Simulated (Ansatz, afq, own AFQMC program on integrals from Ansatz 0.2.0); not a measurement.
## CH3N, triplet → CH3N⁺, doublet

```yaml
atoms:
  - { symbol: N, position_ang: [-0.1361, 0.0000, 0.6653] }
  - { symbol: C, position_ang: [0.1131, 0.0000, -0.6766] }
  - { symbol: H, position_ang: [0.7075, 0.0000, 1.2483] }
  - { symbol: H, position_ang: [-0.0823, 0.9269, -1.2151] }
  - { symbol: H, position_ang: [-0.0823, -0.9269, -1.2151] }
```

Connectivity, by distances: NH–CH2.

E(doublet, charge +1) − E(triplet, charge +0) at this geometry, on UHF and ROHF determinants.

Basis cc-pVDZ. Noble-gas cores (and the filled d shells of Ga–Kr and In–Xe) are frozen. Integrals, coupled cluster, full CI and functionals: Ansatz 0.2.0; the random walks run on the same integrals in our own AFQMC program. The CISD trial takes its coefficients from CCSD amplitudes. Released means that phaseless walkers are propagated on without the constraint, phases kept. Uncertainties: one standard error, sampling alone. The errors of all members are added in quadrature.

No full CI on the walks' own integrals is used here; CCSDT(Q) serves as the reference and is uncertain by about the last step of the cluster series. Each member takes its own surest rung, up to full CI.

Errors are counted within cc-pVDZ, not against nature.

Cautions: CH₃N (triplet): lower spins were not checked, the released energies move by 1.5 errors or more from one time to the next, so no released level is given (meV from the phaseless value at times in 1/Eh: -4 ± 4 at 0.24, -9 ± 3 at 0.51, -6 ± 3 at 0.99, -10 ± 3 at 1.62, 1 ± 3 at 2.40); CH₃N⁺ (doublet): higher spins were not checked, a spin-contaminated unrestricted determinant lies lower (UHF 223 meV lower, ⟨S²⟩ 0.92), raised T1 diagnostic (T1 0.041, weight of the determinant 0.86, largest double 0.11), the released energies move by 1.5 errors or more from one time to the next, so no released level is given (meV from the phaseless value at times in 1/Eh: -10 ± 5 at 0.24, -18 ± 5 at 0.51, -23 ± 5 at 0.99, -36 ± 4 at 1.62, -24 ± 4 at 2.40), though the last usable value meets CCSDT(Q) within the noise, its ph-AFQMC/CISD value lies 24 ± 5 meV above CCSDT(Q).

Reference (CCSDT(Q)): 7.655 eV.

```
        level  vertical ionization energy (eV)  error against CCSDT(Q) (eV)
           HF                            7.862                        0.207
          MP2                            7.810                        0.155
         CCSD                            7.764                        0.109
      CCSD(T)                            7.670                        0.015
        CCSDT                            7.659                        0.003
ph-AFQMC/CISD                    7.672 ± 0.007                0.017 ± 0.007
```

Correlation beyond CCSD(T) takes off 0.015 eV. The perturbative (T) step is worth −0.094 eV.

A walk keeps the symmetry of its determinant, which the program's search chose and which needn't be the lowest solution, so a lower state of the same spin and another symmetry isn't excluded.
